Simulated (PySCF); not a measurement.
The dipole of `C#C/C=C/N=C` from its density and from atomic charges.

Coordinates (PBE0-D3(BJ)/def2-SVP, Å) and charges (e) from the PBE0/pcSseg-1 density (PySCF):

```
atom       x       y       z  Mulliken      IAO  Hirshfeld  ESP-fitted
  C1   3.301   0.152  -0.286   -0.3381  -0.2255    -0.1053     -0.4401
  C2   2.172  -0.296  -0.262   +0.2948  -0.0264    -0.0454     +0.0616
  C3   0.871  -0.854  -0.240   -0.2091  -0.1564    -0.0347     -0.2209
  C4  -0.254  -0.140  -0.021   +0.0750  -0.0174    +0.0065     +0.2201
  N5  -1.488  -0.763  -0.016   -0.3785  -0.2431    -0.1413     -0.5043
  C6  -2.523  -0.053   0.195   -0.0011  -0.1095    +0.0130     +0.1728
  H7   4.296   0.556  -0.307   +0.0734  +0.2046    +0.0970     +0.3157
  H8   0.764  -1.931  -0.411   +0.1477  +0.1819    +0.0625     +0.1965
  H9  -0.197   0.947   0.156   +0.1049  +0.1238    +0.0433     +0.0782
 H10  -3.511  -0.529   0.203   +0.1329  +0.1584    +0.0588     +0.0791
 H11  -2.484   1.040   0.375   +0.0980  +0.1097    +0.0456     +0.0413
```

**Question.** What dipole does each set of charges give (1 e·Å = 4.803 D), and what does the density give?

**Answer.** The full density gives (-0.65, 1.49, 0.31) D, 1.65 D in size; dipole vectors point from the negative to the positive end.

| scheme | μx | μy | μz | size (D) | share of the full size (%) | angle to the full dipole (°) |
| --- | --- | --- | --- | --- | --- | --- |
| Mulliken | -1.99 | 0.98 | 0.34 | 2.24 | 135 | 40 |
| IAO | -0.63 | 1.01 | 0.23 | 1.21 | 73 | 8 |
| Hirshfeld | -0.79 | 0.59 | 0.17 | 1.00 | 61 | 29 |
| ESP-fitted | -0.68 | 1.53 | 0.32 | 1.71 | 103 | 0 |

**Question.** Which set comes closest?

**Answer.** Length of the difference vector: ESP-fitted 0.05 D, IAO 0.49 D, Hirshfeld 0.92 D, Mulliken 1.43 D. Closest: ESP-fitted. 

**Question.** What is left for the Hirshfeld atoms' own dipoles?

**Answer.** The Hirshfeld atoms' densities add up to the full density, so μ = Σ q r + Σ (atomic dipoles). The atomic dipoles sum to (-0.65, 1.49, 0.31) − (-0.79, 0.59, 0.17) = (0.14, 0.90, 0.14) D, 0.92 D in size.

**Question.** With the origin at the mean of the coordinates, (0.086, -0.170, -0.056) Å, which are the largest single terms, by size, of the ESP-fitted dipole along the direction of the full one?

**Answer.** C1 +2.14, H8 -1.81, H7 -1.59, C3 +1.02, C6 +0.98 D; all 11 atoms together +1.71 D. The single terms depend on the origin, their sum doesn't.

**Question.** Give the size of the full dipole in other units.

**Answer.** 1.65 D = 0.651 au = 0.345 e·Å = 5.52 × 10⁻³⁰ C·m.

Isolated species at its PBE0-D3(BJ)/def2-SVP geometry (one conformer only).

The run behind these numbers computed NMR shieldings as well. Hardware: an Arm Neoverse V1 with one thread, no GPU, shared host. Cost: 9.6 s wall.

The values belong to the conformer `[CH:1]#[C:2]/[CH:3]=[CH:4]/[N:5]=[CH2:6]`: C3–C4–N5–C6 180°.
